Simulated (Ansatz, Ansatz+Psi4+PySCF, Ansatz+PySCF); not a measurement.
```xyz
4

H     1.2621   -0.2201    0.0000
S     0.0000    0.2231    0.0000
H    -0.5006   -1.1155    0.0000
H    -0.7615   -2.2349    0.0000
```

Basis set: cc-pVTZ on H; cc-pV(T+d)Z on S (spherical functions). Correlated methods keep 5 orbitals frozen. Correlation on ROHF uses semicanonical orbitals with singles. Charge 0, multiplicity 2.

Computed with Ansatz (development build ahead of 0.2.0); each method stands on the lowest determinant of its kind that the runs found.

The atomization energy at this shape (free ground-state atoms in the same class of orbitals less the molecule, no zero-point energy) of doublet H₃S:

```json
{"method": "UHF-MP2", "atomization energy": "7.32 eV"}
{"method": "ROHF-MP2", "atomization energy": "7.28 eV"}
```

Task: What does ROHF-CCSD(T) give?

Result: 7.54 eV.
